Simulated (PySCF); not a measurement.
Below is a simulated gas-phase C 1s photoelectron spectrum of `CC(C)C(=O)Cl`.

Every computed line was given a Gaussian of 0.8 eV full width at half maximum and an area set by the number of equivalent atoms; the highest printed point is 100. Theory: PySCF 2.14.0, delta-SCF UKS SCAN, pcX-2 on the ionised atom, pcseg-1 elsewhere, spin-free X2C.

(binding energy (eV), intensity): (290.0, 0), (290.1, 1), (290.2, 2), (290.3, 4), (290.4, 7), (290.5, 14), (290.6, 23), (290.7, 36), (290.8, 51), (290.9, 68), (291.0, 83), (291.1, 94), (291.2, 100), (291.3, 100), (291.4, 95), (291.5, 87), (291.6, 77), (291.7, 66), (291.8, 54), (291.9, 43), (292.0, 32), (292.1, 22), (292.2, 14), (292.3, 9), (292.4, 5), (292.5, 2), (292.6, 1), (292.7, 1), (292.8, 0), (292.9, 0), (293.0, 0), (293.1, 0), (293.2, 0), (293.3, 0), (293.4, 0), (293.5, 0), (293.6, 0), (293.7, 0), (293.8, 0), (293.9, 1), (294.0, 2), (294.1, 4), (294.2, 8), (294.3, 12), (294.4, 19), (294.5, 26), (294.6, 34), (294.7, 40), (294.8, 43), (294.9, 42), (295.0, 38), (295.1, 31), (295.2, 24), (295.3, 17), (295.4, 11), (295.5, 6), (295.6, 3), (295.7, 2), (295.8, 1), (295.9, 0), (296.0, 0)

**Question.** Count the maxima, the lines and the sites behind this envelope.

**Answer.** The curve has 2 maxima (at 291.2 and 294.8 eV). Under it lie 3 lines from 3 inequivalent carbon sites. At this width some lines have no maximum of their own.

**Question.** Decompose the envelope and assign each component. Numbering: `[CH3:1][CH:2]([CH3:3])[C:4](=[O:5])[Cl:6]`.

**Answer.** 
| position (eV) | relative area | line | atoms | environment |
| --- | --- | --- | --- | --- |
| 291.15 | 2 | C 1s | C1/C3 | methyl carbon |
| 291.69 | 1 | C 1s | C2 | sp3 carbon next to a carbonyl |
| 294.83 | 1 | C 1s | C4 | acyl halide carbon |

**Question.** What are the centre and the root-mean-square width of the whole band?

**Answer.** The area-weighted mean of the lines is 292.21 eV. Their own spread about it is 1.53 eV (rms) and each Gaussian has σ = 0.8/2.355 = 0.34 eV; the variances add, which gives 1.57 eV.

Lowest listed C 1s: C1/C3, bonded to C and 3 H. Highest, 3.68 eV above it: C4, bonded to O (double bond), Cl and C. The widest gap between neighbouring values is 3.14 eV, between 291.69 and 294.83 eV. Summing the Pauling electronegativity differences to the bonded atoms, each weighted by its formal bond order, gives -1.05 for the lowest site and +2.39 for the highest; no listed site has a larger sum than the highest.

The curve has no shake-up lines and no vibrational structure. Topologically equivalent atoms share the value of their first member; where this conformer doesn't relate them by symmetry, their own values could differ. Geometry: GFN2-xTB, one conformer, isolated molecule.

Conformer computed: `[CH3:1][CH:2]([CH3:3])[C:4](=[O:5])[Cl:6]`: C1–C2–C4–O5 107°.
